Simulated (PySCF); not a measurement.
Gas-phase reaction: 2 SiH₄ + C₂H₂ (acetylene) = 2 CH₃SiH₂

Computed with PySCF and rigid-rotor harmonic-oscillator thermochemistry at 1 bar. † marks an energy on the PBE0/def2-TZVP geometry and frequencies; other levels use their own. MP2 and CCSD(T) freeze the core. 6-31G* has spherical d functions here. Open shells (unrestricted): CH₃SiH₂ (multiplicity 2); the rest are closed-shell singlets. CH₃SiH₂: computed as isolated molecules; such fragments, hydroxides, amides, oligomers or adducts are transient or little studied in the gas. MP2 isn't extrapolated to the basis-set limit; its ΔH°(298 K) is -16.5 kJ in def2-SVP and -13.0 kJ in def2-TZVPP. CCSD(T) isn't extrapolated to the basis-set limit; its ΔH°(298 K) is -5.7 kJ in def2-SVP and -6.1 kJ in def2-TZVPP. The harmonic model lacks anharmonicity and excited electronic states, which grow with temperature; levels with a mode under 35 cm⁻¹ are left out. Internal rotation in CH₃SiH₂ is treated as a harmonic vibration of one conformer, which makes the entropy rough.

```
level               ΔE electronic, kJ  ΔH°(298 K), kJ  ΔS°(298 K), J/K  ΔG°(1800 K), kJ
------------------  -----------------  --------------  ---------------  ---------------
BLYP/def2-TZVP†                   -20              10              -74              144
CCSD(T)/def2-SVP†                 -36              -6              -74              128
HF/6-31G*                         -94             -63              -73               69
HF/def2-TZVP†                     -73             -42              -74               92
M06-2X/def2-TZVP†                 -61             -31              -74              103
MP2/def2-SVP†                     -47             -17              -74              117
r2SCAN/def2-TZVP†                 -92             -61              -74               72
LDA/def2-TZVP†                   -104             -73              -74               61
ωB97X-V/def2-TZVP†                -50             -20              -74              114
```
ΔH° is lowest at LDA/def2-TZVP† and highest at BLYP/def2-TZVP†. No reference value is set beside these.
